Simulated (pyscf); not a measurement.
H₃C–ZnH (SMILES [CH3][ZnH]) + H₂ (SMILES [H][H]) -> CH₄ (SMILES C) + ZnH₂ (SMILES [ZnH2]), a four-centre exchange (singlet surface; C–Zn, H–H broken, C–H, H–Zn formed). Structures and frequencies: ωB97X-D3(BJ)/def2-SVP in PySCF. Energies in eV from the separated reactants.

Small-basis levels: PySCF, no dispersion term, spherical d functions. AM1 to PM7: differences of heats of formation from MOPAC, which are fitted to 298 K values and so differ in kind from electronic energies by zero-point and thermal terms. Cost: rough CPU time at the saddle relative to B3LYP/6-31G*+LANL2DZ, from one job on a shared machine.

```
level                    barrier  reaction energy        cost
-----------------------  -------  ---------------  ----------
HF/STO-3G                   2.93            +0.24        0.08
HF/3-21G                    2.33            -0.06        0.07
HF/6-31G*+LANL2DZ           2.49            -0.70        0.08
SVWN5/6-31G*+LANL2DZ        1.29            -0.34         0.7
BP86/6-31G*+LANL2DZ         1.73            -0.39           1
PBE/6-31G*+LANL2DZ          1.67            -0.38           1
B3LYP/6-31G*+LANL2DZ        1.93            -0.48           1
M06-2X/6-31G*+LANL2DZ       1.83            -0.41           2
B3LYP/6-311+G**+LANL2DZ     1.78            -0.44           1
B3LYP/def2-SVP               [?]            -0.44           1
PM3                          [?]            +0.71  under 0.02
PM7                         2.30            +0.69  under 0.02
ωB97M-D3(BJ)/def2-TZVP       [?]            -0.45           –
```

Problem. Some entries are withheld; supply them.

Solution. 
- B3LYP/def2-SVP, barrier: 1.69
- PM3, barrier: 1.01
- ωB97M-D3(BJ)/def2-TZVP, barrier: 1.77

Against the last row the barrier runs from -0.76 (PM3) to +1.16 eV (HF/STO-3G). ωB97M-D3(BJ)/def2-TZVP has limits of its own. At the saddle there is also a short H–Zn contact that neither side keeps. This is the saddle that the search found; another between the same sides may lie lower. In the def2 sets elements up to Kr have no core potential.
